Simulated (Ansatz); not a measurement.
**BNH₃ (quartet): the correlation ladder at distance B1–H4 along a hydrogen transfer = 1.550 Å, cc-pVDZ**

Aim: climb from Hartree-Fock through coupled cluster and multireference methods for BNH₃ (quartet) at one geometry and basis, and see what each rung misses.

The runs use Ansatz 0.2.0, Gaussian basis; cc-pVDZ, core rule «outside noble gas», up to 2 orbitals frozen.

Plan: UHF; CCSD(T) on ROHF; CCSD(T) on UHF; BCCD(T) on ROHF; CISD; CCSDT(Q) on ROHF; CCSDT(Q) on UHF; CASSCF and MRCISD+Q, 5 electrons in 5 orbitals; CASSCF and NEVPT2, 5 electrons in 5 orbitals.

16 further runs of the same task are left out: 4 for a known fault of the program, 10 that didn't finish, 2 set aside as unsound or not needed.

**1. The system**

The geometry derives from fragments relaxed apart (PBE0/def2-TZVP) and kept rigid, so it is no stationary point. A hydrogen atom is moved between rigid fragments.

5 atoms, charge 0, spin multiplicity 4.

Atoms are counted from 1 here; the program's logs count them from 0.

Bond lengths: B1–H2 1.193 Å, B1–H3 1.193 Å, H4–N5 1.308 Å. Angles: H2–B1–H3 120.0°.

**2. UHF**

Contents of in.yaml:

```yaml
crystal:
  periodic: [false, false, false]
  atoms:
    - {symbol: B, position_ang: [-1.450729, 0.000000, 0.000000]}
    - {symbol: H, position_ang: [-2.047463, 1.033571, 0.000000]}
    - {symbol: H, position_ang: [-2.047463, -1.033571, 0.000000]}
    - {symbol: H, position_ang: [0.099271, 0.000000, 0.000000]}
    - {symbol: N, position_ang: [1.407271, 0.000000, 0.000000]}
basis:
  gaussian: {orbitals: cc-pVDZ}
magnetization: {spin_polarized: true, initial_magnetization: 3}
hamiltonian: {xc: hf}
output: {orbitals: {seedname: orbitals}}
```

Run with:

```console
$ ansatz run in.yaml --threads 1 --pin off --events-out ev --progress --plain --max-ram 2393MiB
```

After this run come: CCSD(T) on ROHF; CCSD(T) on UHF; BCCD(T) on ROHF; CISD; CCSDT(Q) on ROHF; CCSDT(Q) on UHF; CASSCF and MRCISD+Q, 5 electrons in 5 orbitals; CASSCF and NEVPT2, 5 electrons in 5 orbitals.

Before running them: what should the planned runs give, taken together? Wanted: UCCSDT(Q) below the RHF energy; RMP2 from UCCSDT(Q); UMP2 from UCCSDT(Q); RCCSD from UCCSDT(Q); RCCSD(T) from UCCSDT(Q); UCCSD(T) from UCCSDT(Q); RCCSDT(Q) from UCCSDT(Q); NEVPT2 pair from UCCSDT(Q); MRCISD+Q pair from UCCSDT(Q).

**Answer**, as computed:

| quantity | value |
| --- | --- |
| UCCSDT(Q) below the RHF energy | -6.5601 eV |
| RMP2 from UCCSDT(Q) | +1297.9 meV |
| UMP2 from UCCSDT(Q) | +1303.9 meV |
| RCCSD from UCCSDT(Q) | +150.4 meV |
| RCCSD(T) from UCCSDT(Q) | +32.1 meV |
| UCCSD(T) from UCCSDT(Q) | +31.0 meV |
| RCCSDT(Q) from UCCSDT(Q) | +1.7 meV |
| NEVPT2 pair from UCCSDT(Q) | +1174.8 meV |
| MRCISD+Q pair from UCCSDT(Q) | +21.2 meV |
| levels within 1 kcal/mol (43 meV) | RCCSD(T), UCCSD(T), BCCD(T), RCCSDT, UCCSDT, RCCSDT(Q), MRCISD+Q pair |
| T1 diagnostic | 0.032 |

What this shows: RCCSD(T) lands +32.1 meV from the yardstick (0.5 % of the correlation energy). Of the multireference levels listed MRCISD+Q pair comes nearest in total energy (+21.2 meV), which doesn't show that its space is the better one. These misses are within one basis, not against nature; the frozen cores of restricted and unrestricted runs differ, which can shift their rows.
